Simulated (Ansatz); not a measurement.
A calculation with Ansatz (development build ahead of 0.2.0).

```yaml
crystal:
  periodic: [false, false, false]
  atoms:
    - { symbol: C, position_ang: [0.50281, -0.01042, -0.04746] }
    - { symbol: H, position_ang: [1.09385, 0.67686, 0.61089] }
    - { symbol: H, position_ang: [1.11379, -0.60837, -0.61326] }
    - { symbol: F, position_ang: [-0.31063, 0.80601, -0.74356] }
    - { symbol: F, position_ang: [-0.26335, -0.81804, 0.78342] }
basis:
  gaussian: { orbitals: cc-pVTZ }
hamiltonian:
  xc: hf
correlation:
  method: mp2
  frozen_orbitals: { C: 1, F: 1, H: 0 }
```

The input is written out in the form of the current development build from the run's settings.

Output:

```json
{
  "Converged": "yes",
  "Reference energy": "-237.98784 hartree",
  "Correlation energy": "-0.67396 hartree",
  "Total energy": "-238.66179 hartree",
  "Spin squared of the determinant": "0.000"
}
```
